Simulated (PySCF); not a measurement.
carbon disulfide anion (CS₂), SMILES S=C=S (connectivity only; charge and spin as stated), charge -1, multiplicity 2. Atoms are numbered in the order given.

```xyz
3

S      0.0000    -1.5542     0.0781
C      0.0000     0.0000    -0.4166
S      0.0000     1.5542     0.0781
```
Charge -1, spin multiplicity 2.

Geometry optimised at B3LYP-D3(BJ)/def2-TZVPD. The multiplicity is an assumed one; other spin states were not compared.

Computed with PBE0/pcH-1 run with PySCF.

Unrestricted Kohn–Sham, ⟨S²⟩ = 0.755. Hyperfine tensors hold the contact and dipolar terms, without spin-orbit corrections.

Computed hyperfine couplings:
```
nucleus    A(iso) (MHz)  A(iso) (G)  dipolar principal values (MHz)
---------  ------------  ----------  ------------------------------
33S no. 1          16.9         6.0              -22.6, -21.2, 43.9
13C no. 2         280.5       100.1             -57.6, -49.1, 106.7
33S no. 3          16.9         6.0              -22.6, -21.2, 43.9
```

Q: And the g tensor (effective nuclear charges for spin-orbit coupling, GIAO)? (An estimate is asked for; the answer gives what the named calculation found.)

A: principal values 1.9470, 2.0003, 2.0105; isotropic 1.9859.
